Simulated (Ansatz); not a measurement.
Species: HO$_{2}$, charge 0, doublet. HO2 (SMILES [O]O, doublet).
B3LYP-D3(BJ)/def2-TZVP minimum from Ansatz (a program for electronic structure):
```
O
H 1 0.9780
O 1 1.3260 2 105.56
```
Charge 0, spin multiplicity 2.

Quantity: atomisation energy (electronic, to ground-state atoms), in kJ/mol. Radicals and triplets start from unrestricted determinants; spin-orbit coupling is neglected. Cores are frozen in correlated methods. Rows without X2C or -DK are non-relativistic. CBS(X,Y): correlation extrapolated as X^-3, Hartree-Fock from the larger set (Q,5: extrapolated as (X+1)exp(-9√X)). A bracket is a step between two methods taken in the basis named. The functionals are non-relativistic, so their misses hold any scalar relativity. Double hybrids freeze cores in their MP2 part. 'core' is core correlation in cc-pwCVTZ, 'X2C' scalar relativity in cc-pVTZ-DK, both at CCSD(T). Where a partner has so few electrons that a lower coupled-cluster level is exact, that level stands in.

Compared with CCSD(T)/CBS(cc-pVQZ,cc-pV5Z) + [CCSDT(Q) - CCSD(T)]/cc-pVTZ + [CCSDTQ - CCSDT(Q)]/cc-pVDZ + core + X2C (Ansatz): 734.0 kJ/mol.

Costs are rough ratios of core time, to one figure, on one kind of shared machine, summed over the single points of the molecules; atoms, geometries and frequencies are left out. The first row took roughly 6 core seconds; short runs hold start-up time.

| level | program | cost relative to the first row | difference (kJ/mol) |
|---|---|---|---|
| B2PLYP/def2-TZVPD | Ansatz | 1 | -12.5 |
| CCSD(T)/cc-pVDZ | Ansatz | 2 | -105.7 |
| wB97M-V/def2-TZVPD | Ansatz | 2 | 6.1 |
| CCSD(T)/aug-cc-pVTZ | Ansatz | 9 | -28.2 |
| CCSDT(Q)/cc-pVDZ | Ansatz | 9 | -101.5 |
| CCSDT(Q)/aug-cc-pVDZ | Ansatz | 40 | -73.7 |
| CCSDT(Q)/cc-pVTZ | Ansatz | 80 | -35.9 |

The dearest row costs roughly 80 times the first. Costs within a factor of two don't rank. The table holds for this case alone.
